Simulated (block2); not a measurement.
**CN− (cyanide) at DMRG/STO-6G**

Aim: the vertical ionisation energy of CN− (cyanide) at DMRG/STO-6G, from 2 runs. 

The calculation is run with block2 0.5.4.

4 further runs of the same task are left out: 1 that didn't finish, 3 set aside as unsound or not needed.

## Step 1: The structure to begin with

CN− has 2 atoms, charge -1, and is taken as a singlet. SMILES: `[C-]#N`. The coordinates come from a PBE0-D4/def2-TZVPD relaxation.

Bond lengths: C1–N2 1.170 Å.

## Step 2: A single-point energy at DMRG/STO-6G

File block2_dmrg.py:

```python
import numpy as np
from pyscf import cc, dft, gto, lo, mcscf, mp, scf
from pyblock2._pyscf.ao2mo import integrals as itg
from pyblock2.driver.core import DMRGDriver, SymmetryTypes

mol = gto.M(atom="""
C
N 1 1.169701
""", basis="sto-6g", charge=-1, spin=0, verbose=3, max_memory=2000)
print("basis functions                = %d" % (mol.nao))
mf = scf.RHF(mol)
mf.conv_tol = 1e-10
mf.max_cycle = 200
mf.kernel()
if not mf.converged:
    mf = mf.newton().run(mf.mo_coeff, mf.mo_occ)
print("E(HF)                          = %.10f" % (mf.e_tot))
ref = mf
pt = mp.MP2(ref, frozen=2).run()
mycc = cc.CCSD(ref, frozen=2)
mycc.max_cycle = 150
mycc.kernel()
print(f"E(MP2)                         = {pt.e_tot:.10f}")
if mycc.converged:
    print(f"E(CCSD)                        = {mycc.e_tot:.10f}")
    print("E(CCSD(T))                     = %.10f" % (mycc.e_tot + mycc.ccsd_t()))
    print("T1 diagnostic                  = %.4f" % (mycc.get_t1_diagnostic()))
ks = dft.RKS(mol, xc="pbe0").set(conv_tol=1e-9, verbose=3).run()
if ks.converged:
    print("E(PBE0)                        = %.8f" % (ks.e_tot))
ks = dft.RKS(mol, xc="b3lyp").set(conv_tol=1e-9, verbose=3).run()
if ks.converged:
    print(f"E(B3LYP)                       = {ks.e_tot:.8f}")
ks = dft.RKS(mol, xc="tpssh").set(conv_tol=1e-9, verbose=3).run()
if ks.converged:
    print(f"E(TPSSh)                       = {ks.e_tot:.8f}")
ks = dft.RKS(mol, xc="blyp").set(conv_tol=1e-9, verbose=3).run()
if ks.converged:
    print("E(BLYP)                        = %.8f" % (ks.e_tot))
ks = dft.RKS(mol, xc="lda,vwn5").set(conv_tol=1e-9, verbose=3).run()
if ks.converged:
    print("E(SVWN5)                       = %.8f" % (ks.e_tot))
mo = mf.mo_coeff.copy()
for a, b in ((2, 7), (7, 10)):
    if b - a > 1:
        mo[:, a:b] = lo.PM(mol, mo[:, a:b]).kernel()
mf.mo_coeff = mo
ncas, n_elec, spin, ecore, h1e, g2e, orb_sym = itg.get_rhf_integrals(mf, ncore=2, ncas=8, pg_symm=False, g2e_symm=1)
dmrg = DMRGDriver(scratch="./tmp", symm_type=SymmetryTypes.SU2, stack_mem=1500 << 20, n_threads=1)
idx = dmrg.orbital_reordering(h1e, g2e, method="gaopt")
print("orbital order:", idx.tolist())
h1e = h1e[np.ix_(idx, idx)]
g2e = g2e[np.ix_(idx, idx, idx, idx)]
orb_sym = np.array(orb_sym)[idx]
dmrg.initialize_system(n_sites=ncas, n_elec=n_elec, spin=spin, orb_sym=orb_sym)
mpo = dmrg.get_qc_mpo(h1e=h1e, g2e=g2e, ecore=ecore, iprint=0)
occs = np.array([1.7] * 5 + [0.3] * 3)[idx]
psi = dmrg.get_random_mps(tag="GS", bond_dim=50, nroots=1, occs=occs)
bond_dims = [50] * 4 + [100] * 2
noises = [0.0001] * 4 + [1e-05] * 2 + [0]
thrds = [1e-09] * 6
e = dmrg.dmrg(mpo, psi, n_sweeps=12, tol=1e-07, bond_dims=bond_dims, noises=noises, thrds=thrds, iprint=1)
ms, dws, es = dmrg.get_dmrg_results()
print("discarded weight               = %.3e" % (dws[-1]))
print("final energy                   = %.10f" % (e))
csf, coef = dmrg.get_csf_coefficients(psi, cutoff=0.08, iprint=1)
print(f"c0^2                           = {np.max(np.abs(coef)) ** 2:.4f}")
ci = mcscf.CASCI(mf, 8, (5, 5))
ci.fix_spin_(ss=0)
ci.fcisolver.conv_tol = 1e-10
ci.fcisolver.max_cycle = 200
ci.kernel()
print(f"FCI energy                     = {ci.e_tot:.10f}")
```

Command:

```console
$ python block2_dmrg.py
```

The program printed:

```text
basis functions                = 10
converged SCF energy = -91.8367990850883
E(HF)                          = -91.8367990851
E(RMP2) = -91.9740920853964  E_corr = -0.137293000308132
E(SCS-RMP2) = -91.9708196127986  E_corr = -0.134020527710295
E(CCSD) = -91.97503335095911  E_corr = -0.1382342658708436
E(MP2)                         = -91.9740920854
E(CCSD)                        = -91.9750333510
CCSD(T) correction = -0.00285410071857736
E(CCSD(T))                     = -91.9778874517
T1 diagnostic                  = 0.0112
converged SCF energy = -92.2770903596545
E(PBE0)                        = -92.27709036
converged SCF energy = -92.3791019691861
E(B3LYP)                       = -92.37910197
converged SCF energy = -92.4034284178269
E(TPSSh)                       = -92.40342842
converged SCF energy = -92.3483092102144
E(BLYP)                        = -92.34830921
converged SCF energy = -91.5581016636768
E(SVWN5)                       = -91.55810166
orbital order: [1, 2, 6, 0, 7, 3, 5, 4]

Sweep =    0 | Direction =  forward | Bond dimension =   50 | Noise =  1.00e-04 | Dav threshold =  1.00e-09
Time elapsed =      0.278 | E =     -91.9725429343 | DW = 1.92651e-08

Sweep =    1 | Direction = backward | Bond dimension =   50 | Noise =  1.00e-04 | Dav threshold =  1.00e-09
Time elapsed =      0.647 | E =     -91.9795556005 | DE = -7.01e-03 | DW = 7.79342e-08

Sweep =    2 | Direction =  forward | Bond dimension =   50 | Noise =  1.00e-04 | Dav threshold =  1.00e-09
Time elapsed =      1.013 | E =     -91.9795674596 | DE = -1.19e-05 | DW = 1.57799e-07

Sweep =    3 | Direction = backward | Bond dimension =   50 | Noise =  1.00e-04 | Dav threshold =  1.00e-09
Time elapsed =      1.455 | E =     -91.9795683231 | DE = -8.64e-07 | DW = 1.01933e-07

Sweep =    4 | Direction =  forward | Bond dimension =  100 | Noise =  1.00e-05 | Dav threshold =  1.00e-09
Time elapsed =      2.038 | E =     -91.9795683383 | DE = -1.52e-08 | DW = 4.16421e-12

Sweep =    5 | Direction = backward | Bond dimension =  100 | Noise =  1.00e-05 | Dav threshold =  1.00e-09
Time elapsed =      2.575 | E =     -91.9795683383 | DE = -1.46e-13 | DW = 1.17839e-12

Sweep =    6 | Direction =  forward | Bond dimension =  100 | Noise =  0.00e+00 | Dav threshold =  1.00e-08
Time elapsed =      2.994 | E =     -91.9795683383 | DE = -7.11e-15 | DW = 3.23350e-20

discarded weight               = 3.234e-20
final energy                   = -91.9795683383
mps center changed (temporarily)
DTRIE T =      0.001
Number of CSF =          4 (cutoff =      0.08)
Sum of weights of included CSF =    0.967825404788915

CSF          0 22020202  =    0.957679269355280
CSF          1 2+-20+-2  =    0.133602703973718
CSF          2 22020022  =   -0.128113516134487
CSF          3 20220202  =   -0.128113489963473
c0^2                           = 0.9171
CASCI E = -91.9795683385284  E(CI) = -23.9858600335709  S^2 = 0.0000000
FCI energy                     = -91.9795683385
```

Wall time 17 s (1 thread of Intel Xeon at 2.50GHz (Skylake/Cascade Lake), shared host); peak memory 0.27 GiB.

## Step 3: Doublet neutral CN: the energy at DMRG/STO-6G

File run_dmrg.py:

```python
import numpy as np
from pyscf import cc, dft, gto, mcscf, mp, scf
from pyblock2._pyscf.ao2mo import integrals as itg
from pyblock2.driver.core import DMRGDriver, SymmetryTypes
from scipy.stats import linregress

geom = """
C      0.499700    -0.161700     0.257300
N     -0.499700     0.161700    -0.257300
"""
mol = gto.M(
    atom=geom,
    basis="sto-6g",
    spin=1,
    verbose=4,
)
print("nao: %d" % (mol.nao))
mf = scf.ROHF(mol)
mf.conv_tol = 1e-10
mf.max_cycle = 200
mf.kernel()
if not mf.converged:
    mf = mf.newton().run(mf.mo_coeff, mf.mo_occ)
print(f"E(HF): {mf.e_tot:.10f}")
# single-reference ladder for comparison
ref = scf.UHF(mol).run(mf.make_rdm1(), conv_tol=1e-10)
pt = mp.MP2(ref, frozen=2).run()
mycc = cc.CCSD(ref, frozen=2)
mycc.max_cycle = 150
mycc.kernel()
print(f"E(MP2): {pt.e_tot:.10f}")
if mycc.converged:
    print("E(CCSD): %.10f" % (mycc.e_tot))
    print(f"E(CCSD(T)): {mycc.e_tot + mycc.ccsd_t():.10f}")
# a few density functionals on the same geometry and basis
ks = dft.UKS(mol, xc="pbe0").set(conv_tol=1e-9, verbose=3).run(mf.make_rdm1())
if ks.converged:
    print(f"E(PBE0): {ks.e_tot:.8f}")
ks = dft.UKS(mol, xc="b3lyp").set(conv_tol=1e-9, verbose=3).run(mf.make_rdm1())
if ks.converged:
    print("E(B3LYP): %.8f" % (ks.e_tot))
ks = dft.UKS(mol, xc="tpssh").set(conv_tol=1e-9, verbose=3).run(mf.make_rdm1())
if ks.converged:
    print(f"E(TPSSh): {ks.e_tot:.8f}")
ks = dft.UKS(mol, xc="blyp").set(conv_tol=1e-9, verbose=3).run(mf.make_rdm1())
if ks.converged:
    print(f"E(BLYP): {ks.e_tot:.8f}")
ks = dft.UKS(mol, xc="lda,vwn5").set(conv_tol=1e-9, verbose=3).run(mf.make_rdm1())
if ks.converged:
    print(f"E(SVWN5): {ks.e_tot:.8f}")
# rotate to MP2 natural orbitals
occ_no, mo = mcscf.addons.make_natural_orbitals(mp.MP2(mf.to_uhf(), frozen=2).run())
mf.mo_coeff = mo
ncas, n_elec, spin, ecore, h1e, g2e, orb_sym = itg.get_rhf_integrals(mf, ncore=2, ncas=8, pg_symm=False, g2e_symm=1)
drv = DMRGDriver(scratch="./tmp", symm_type=SymmetryTypes.SU2, stack_mem=1500 << 20, n_threads=1)
# orbital ordering
idx = drv.orbital_reordering(h1e, g2e, method="gaopt")
print("orbital order:", idx.tolist())
h1e = h1e[np.ix_(idx, idx)]
g2e = g2e[np.ix_(idx, idx, idx, idx)]
orb_sym = np.array(orb_sym)[idx]
drv.initialize_system(n_sites=ncas, n_elec=n_elec, spin=spin, orb_sym=orb_sym)
mpo = drv.get_qc_mpo(h1e=h1e, g2e=g2e, ecore=ecore, iprint=0)
occs = np.array([1.8] * 4 + [1.0] * 1 + [0.2] * 3)[idx]
mps = drv.get_random_mps(tag="GS", bond_dim=50, nroots=1, occs=occs)
bond_dims = [50] * 3 + [100] * 2
noises = [0.0001] * 3 + [1e-05] * 2 + [0]
thrds = [1e-09] * 5
e = drv.dmrg(mpo, mps, n_sweeps=11, tol=1e-06, bond_dims=bond_dims, noises=noises, thrds=thrds, iprint=2)
ms, dws, es = drv.get_dmrg_results()
print("max discarded weight: %.3e" % (dws[-1]))
print(f"final energy: {e:.10f}")
dm1 = drv.get_1pdm(mps)
print("natural occupations:", np.round(np.linalg.eigvalsh(dm1)[::-1], 5).tolist())
c_act = mf.mo_coeff[:, 2:10][:, idx]
dm_ao = c_act @ dm1 @ c_act.T + 2 * mf.mo_coeff[:, :2] @ mf.mo_coeff[:, :2].T
print("dipole / D:", np.round(scf.hf.dip_moment(mol, dm_ao, verbose=0), 4).tolist())
print("largest bipartite entropy: %.4f" % (max(drv.get_bipartite_entanglement(mps))))
# extrapolation to zero discarded weight
mps = drv.adjust_mps(mps, dot=2)[0]
back = [90, 75, 60, 45]
drv.dmrg(mpo, mps, n_sweeps=4 * len(back), tol=0, bond_dims=[m for m in back for _ in range(4)], noises=[0] * (4 * len(back)), thrds=[1e-9] * (4 * len(back)), iprint=1)
ms, dws, es = drv.get_dmrg_results()
ms, dws, es = ms[3::4], dws[3::4], np.array(es)[3::4, 0]
fit = linregress(dws, es)
print("M values:", np.round(ms, 1).tolist())
print("DW(M):", np.round(dws, 12).tolist())
print("energies at each M:", np.round(es, 9).tolist())
print(f"E(DW -> 0): {fit.intercept:.8f}")
print("error estimate: %.3e" % (abs(fit.intercept - es.min()) / 5))
# exact diagonalisation in the same space
ci = mcscf.CASCI(mf, 8, (5, 4))
ci.fix_spin_(ss=0.75)
ci.fcisolver.conv_tol = 1e-10
ci.fcisolver.max_cycle = 200
ci.kernel()
print(f"FCI energy: {ci.e_tot:.10f}")
```

Command:

```console
$ python run_dmrg.py
```

The program printed:

```text
[INPUT] verbose = 4
[INPUT] num. atoms = 2
[INPUT] num. electrons = 13
[INPUT] charge = 0
[INPUT] spin (= nelec alpha-beta = 2S) = 1
[INPUT] symmetry False subgroup None
[INPUT] Mole.unit = angstrom
[INPUT] Symbol           X                Y                Z      unit          X                Y                Z       unit  Magmom
[INPUT]  1 C      0.499700000000  -0.161700000000   0.257300000000 AA    0.944296144445  -0.305568714342   0.486226531851 Bohr   0.0
[INPUT]  2 N     -0.499700000000   0.161700000000  -0.257300000000 AA   -0.944296144445   0.305568714342  -0.486226531851 Bohr   0.0

nuclear repulsion = 19.0009562908665
number of shells = 6
number of NR pGTOs = 60
number of NR cGTOs = 10
basis = sto-6g
ecp = {}
CPU time:         2.06
nao: 10

******** <class 'pyscf.scf.rohf.ROHF'> ********
method = ROHF
initial guess = minao
damping factor = 0
level_shift factor = 0
DIIS = <class 'pyscf.scf.diis.CDIIS'>
diis_start_cycle = 1
diis_space = 8
diis_damp = 0
SCF conv_tol = 1e-10
SCF conv_tol_grad = None
SCF max_cycles = 200
direct_scf = True
direct_scf_tol = 1e-13
chkfile to save SCF result = tmpzp9ss5_9
max_memory 1800 MB (current use 131 MB)
num. doubly occ = 6  num. singly occ = 1
Set gradient conv threshold to 1e-05
init E= -91.9895087998824
  HOMO = -0.20001677702377  LUMO = 0.23261090091704  gap/eV = 11.77240
[... 318 lines left out ...]
UCCSD converged
[... 58 lines left out ...]
converged SCF energy = -91.5975373015037  <S^2> = 0.75311209  2S+1 = 2.0031097
[... 26 lines left out ...]
 --> Site =    4-   5 .. Mmps =   50 Ndav =  10 E =    -92.0397676949 Error = 1.53e-07 FLOPS = 8.11e+08 Tdav = 0.01 T = 0.16
[... 13 lines left out ...]
 <-- Site =    4-   5 .. Mmps =   35 Ndav =  10 E =    -92.0650248950 Error = 0.00e+00 FLOPS = 1.09e+09 Tdav = 0.01 T = 0.09
[... 13 lines left out ...]
 --> Site =    0-   1 .. Mmps =    4 Ndav =   1 E =    -92.0691108658 Error = 0.00e+00 FLOPS = 1.52e+08 Tdav = 0.00 T = 0.01
[... 4 lines left out ...]
 --> Site =    5-   6 .. Mmps =   50 Ndav =   1 E =    -92.0691260651 Error = 3.29e-10 FLOPS = 3.74e+08 Tdav = 0.00 T = 0.05
[... 13 lines left out ...]
 <-- Site =    3-   4 .. Mmps =  100 Ndav =   7 E =    -92.0692299728 Error = 6.22e-08 FLOPS = 1.85e+09 Tdav = 0.03 T = 0.13
[... 13 lines left out ...]
 --> Site =    1-   2 .. Mmps =   15 Ndav =   1 E =    -92.0692316976 Error = 0.00e+00 FLOPS = 2.29e+08 Tdav = 0.00 T = 0.12
[... 4 lines left out ...]
 --> Site =    6-   7 .. Mmps =   17 Ndav =   1 E =    -92.0692316045 Error = 2.41e-22 FLOPS = 2.90e+08 Tdav = 0.00 T = 0.04
[... 10 lines left out ...]
 <-- Site =    5-   6 .. Mmps =   10 Ndav =   1 E =    -92.0692316045 Error = 0.00e+00 FLOPS = 4.05e+08 Tdav = 0.00 T = 0.04
 <-- Site =    4-   5 .. Mmps =   35 Ndav =   1 E =    -92.0692316045 Error = 0.00e+00 FLOPS = 1.09e+09 Tdav = 0.00 T = 0.17
 <-- Site =    3-   4 .. Mmps =  100 Ndav =   2 E =    -92.0692319002 Error = 2.22e-08 FLOPS = 1.27e+09 Tdav = 0.01 T = 0.10
 <-- Site =    2-   3 .. Mmps =   71 Ndav =   1 E =    -92.0692318111 Error = 5.95e-20 FLOPS = 1.26e+09 Tdav = 0.00 T = 0.08
 <-- Site =    1-   2 .. Mmps =   27 Ndav =   1 E =    -92.0692318111 Error = 3.40e-20 FLOPS = 5.05e+08 Tdav = 0.00 T = 0.04
 <-- Site =    0-   1 .. Mmps =   15 Ndav =   1 E =    -92.0692318111 Error = 9.33e-21 FLOPS = 7.13e+07 Tdav = 0.00 T = 0.01
[... 11 lines left out ...]
dipole / D: [0.9876, -0.3196, 0.5085]
[... 23 lines left out ...]
Sweep =    7 | Direction = backward | Bond dimension =   75 | Noise =  0.00e+00 | Dav threshold =  1.00e-09
Time elapsed =      3.635 | E =     -92.0692318672 | DE = -6.05e-12 | DW = 2.08404e-06

Sweep =    8 | Direction =  forward | Bond dimension =   60 | Noise =  0.00e+00 | Dav threshold =  1.00e-09
Time elapsed =      4.117 | E =     -92.0692318676 | DE = -3.88e-10 | DW = 9.31138e-06

Sweep =    9 | Direction = backward | Bond dimension =   60 | Noise =  0.00e+00 | Dav threshold =  1.00e-09
Time elapsed =      4.605 | E =     -92.0692318677 | DE = -1.49e-10 | DW = 9.31030e-06

Sweep =   10 | Direction =  forward | Bond dimension =   60 | Noise =  0.00e+00 | Dav threshold =  1.00e-09
Time elapsed =      5.015 | E =     -92.0692301089 | DE = 1.76e-06 | DW = 8.88775e-06

Sweep =   11 | Direction = backward | Bond dimension =   60 | Noise =  0.00e+00 | Dav threshold =  1.00e-09
Time elapsed =      5.537 | E =     -92.0692301090 | DE = -1.04e-10 | DW = 8.88696e-06

Sweep =   12 | Direction =  forward | Bond dimension =   45 | Noise =  0.00e+00 | Dav threshold =  1.00e-09
Time elapsed =      5.985 | E =     -92.0692284244 | DE = 1.68e-06 | DW = 4.83982e-05

Sweep =   13 | Direction = backward | Bond dimension =   45 | Noise =  0.00e+00 | Dav threshold =  1.00e-09
Time elapsed =      6.334 | E =     -92.0692284241 | DE = 2.45e-10 | DW = 4.83909e-05

Sweep =   14 | Direction =  forward | Bond dimension =   45 | Noise =  0.00e+00 | Dav threshold =  1.00e-09
Time elapsed =      6.678 | E =     -92.0692269094 | DE = 1.51e-06 | DW = 4.78549e-05

Sweep =   15 | Direction = backward | Bond dimension =   45 | Noise =  0.00e+00 | Dav threshold =  1.00e-09
Time elapsed =      7.177 | E =     -92.0692269090 | DE = 3.58e-10 | DW = 4.78529e-05

M values: [90, 75, 60, 45]
DW(M): [2.85196e-07, 2.084037e-06, 8.886963e-06, 4.7852879e-05]
energies at each M: [-92.069231907, -92.069231867, -92.069230109, -92.069226909]
E(DW -> 0): -92.06923172
error estimate: 3.797e-08

******** <class 'pyscf.mcscf.casci.CASCI'> ********
CAS (5e+4e, 8o), ncore = 2, nvir = 0
natorb = False
canonicalization = True
sorting_mo_energy = False
max_memory 1800 MB (current use 310 MB)
******** <class 'pyscf.fci.addons.SpinPenaltyFCISolver'> ********
max. cycles = 200
conv_tol = 1e-10
davidson only = True
linear dependence = 1e-12
level shift = 0.001
max iter space = 12
max_memory 1800 MB
nroots = 1
pspace_size = 400
spin = None
Density matrix diagonal elements [1.98225934 1.93220149 1.90564628 1.90564628 1.05203251 0.101746
 0.101746   0.0187221 ]
CASCI converged
CASCI E = -92.0692319075781  E(CI) = -24.0750339335495  S^2 = 0.7500000
FCI energy: -92.0692319076
```

Wall time 30 s (1 thread of Intel Xeon at 2.50GHz (Skylake/Cascade Lake), shared host); peak memory 0.29 GiB.

## Step 4: Summary of results

Level: DMRG/STO-6G, 2 core orbitals frozen.

| quantity | value |
| --- | --- |
| run 1, DMRG/STO-6G: total energy | -91.97957 Eh |
| run 1, DMRG/STO-6G: T1 diagnostic of the CCSD step | 0.011 |
| doublet neutral CN: total energy | -92.06923 Eh |
| doublet neutral CN: dipole moment (of the density that the program reports) | 1.16 D |
| vertical detachment energy (to the doublet neutral) | -2.440 eV |

In words: The species is unbound against losing an electron at this level, by 2.44 eV (−235 kJ/mol); missing correlation or diffuse functions can give that sign where the real anion is bound. In a minimal basis such a difference can be off by several eV, whatever the method.
